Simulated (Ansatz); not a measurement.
Mulliken charges of C₃H₃FS, SMILES `FC1C=C1S` from ωB97M-V/def2-TZVPP in Ansatz (PBE0-D4/def2-TZVP geometry).

```tsv
atom	x (Å)	y (Å)	z (Å)	charge (e)
F1	-0.554	0.778	1.684	-0.239
C2	0.104	0.760	0.464	0.059
C3	1.173	-0.203	0.247	-0.122
C4	0.034	-0.456	-0.343	-0.048
S5	-0.914	-1.492	-1.311	-0.040
H6	0.077	1.767	0.052	0.091
H7	2.184	-0.494	0.473	0.178
H8	-2.010	-0.716	-1.321	0.121
```

Question: By hand: the dipole of these point charges (1 e Å = 4.8032 D).

Answer: Σ q r = (0.183, -0.049, -0.407) e Å, of length 0.449 e Å = 2.16 D.

Question: How does the dipole of the full density compare? (Estimate.)

Answer: Computed: (0.093, -0.011, -0.355) e Å, 1.76 D; the point charges give 1.23 times that, at 11° from its direction.

Point charges leave out the atoms' own dipoles, such as those of lone pairs, and Mulliken's split depends on the basis, so the two needn't agree.
